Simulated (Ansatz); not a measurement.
Total energies of COS (`O=C=S`).

Z-matrix (Å, degrees):
```
C
O 1 1.152
S 1 1.558 2 180.0
```

Charge 0, multiplicity 1. All single points use the PBE0-D4/def2-TZVP geometry. Basis def2-TZVPP, the Gaussian-basis code of Ansatz.

RPA on PBE orbitals: Hartree–Fock energy of these orbitals -510.30227 Eh, correlation -0.83688 Eh (frozen core).

```
             functional                                       kind  energy without D4 (Eh)  D4 term (kJ/mol)
            LDA (SPW92)                                        LDA              -509.36194                 –
                    PBE                                        GGA              -511.31738              -4.6
                 revPBE                                        GGA              -511.50672             -15.0
                 r2SCAN                                   meta-GGA              -511.52124              -1.0
                   PBE0         global hybrid, 25 % exact exchange              -511.33748              -3.8
                  B3LYP                        global hybrid, 20 %              -511.61947              -7.5
                r2SCANh                      meta-GGA hybrid, 10 %              -511.50897              -1.1
                r2SCAN0                      meta-GGA hybrid, 25 %              -511.49138              -1.2
HSE06 (plane-wave form)                            screened hybrid              -511.32535              -3.5
                  BHLYP                        global hybrid, 50 %              -511.53502              -5.7
              CAM-B3LYP                     range-separated hybrid              -511.56639              -3.8
                ωB97M-V  range-separated hybrid meta-GGA with VV10              -511.55255                 –
                 B2PLYP                              double hybrid              -511.40298                 –
               PBE-QIDH                              double hybrid              -511.23076                 –
```

Question: Give the same for BLYP, B97M-V, LC-ωPBE, ωB97X-V. (An estimate is asked.)

Answer: Ansatz gave: 
```tsv
functional	kind	energy without D4 (Eh)	D4 term (kJ/mol)
BLYP	GGA	-511.59531	-10.5
B97M-V	meta-GGA with VV10	-511.48184	–
LC-ωPBE	long-range corrected hybrid	-511.40081	–
ωB97X-V	range-separated hybrid GGA with VV10	-511.49787	–
```

B3LYP takes the VWN-RPA correlation (the form of Gaussian; ORCA's B3LYP/G). HSE06 is the plane-wave form, built on full-range PBE exchange. The double hybrids freeze the cores in their second-order part.

LC-ωPBE has ω = 0.4 bohr⁻¹.
